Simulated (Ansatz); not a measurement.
This geometry of C₂H₇NO (11 atoms, charge 0, multiplicity 1) is a first-order saddle point.

Method: Ansatz 0.2.0, RKS PBE/6-31G*.

```xyz
11
Properties=species:S:1:pos:R:3
C -0.571 1.394 0.034
O -0.760 0.220 0.803
C 0.291 -0.740 0.591
N 0.403 -1.256 -0.728
H -0.536 1.176 -1.052
H -1.426 2.057 0.241
H 0.368 1.925 0.312
H 0.051 -1.531 1.324
H 1.267 -0.283 0.864
H -0.203 -2.004 -1.044
H 1.183 -1.015 -1.325
```

Which two structures does it join? (They come from a converged band through this point; their orientation in space is the band's.)

No bond is made or broken. The height of N4 over the plane of its neighbours goes from 0.38 to -0.38 Å.

First end point:

```xyz
11
Properties=species:S:1:pos:R:3
C -0.545 1.342 -0.008
O -0.771 0.140 0.707
C 0.336 -0.774 0.621
N 0.581 -1.412 -0.651
H -0.451 1.180 -1.103
H -1.417 1.991 0.170
H 0.370 1.867 0.343
H 0.096 -1.552 1.364
H 1.270 -0.258 0.928
H -0.282 -1.850 -0.993
H 0.877 -0.731 -1.358
```

Last end point:

```xyz
11
Properties=species:S:1:pos:R:3
C -0.604 1.422 0.057
O -0.759 0.192 0.757
C 0.316 -0.701 0.528
N 0.382 -1.128 -0.865
H -0.515 1.263 -1.033
H -1.501 2.023 0.276
H 0.295 1.976 0.408
H 0.138 -1.517 1.258
H 1.290 -0.220 0.770
H -0.292 -1.879 -1.044
H 1.315 -1.487 -1.091
```

How far does it lie above each of them?

0.193 eV above the first and 0.087 eV above the second. This is the barrier of this one path; another mechanism may lie lower.

Time of the run: 3.6 min on 1 thread of Arm Neoverse V1, on a shared host, peak memory 0.11 GiB.
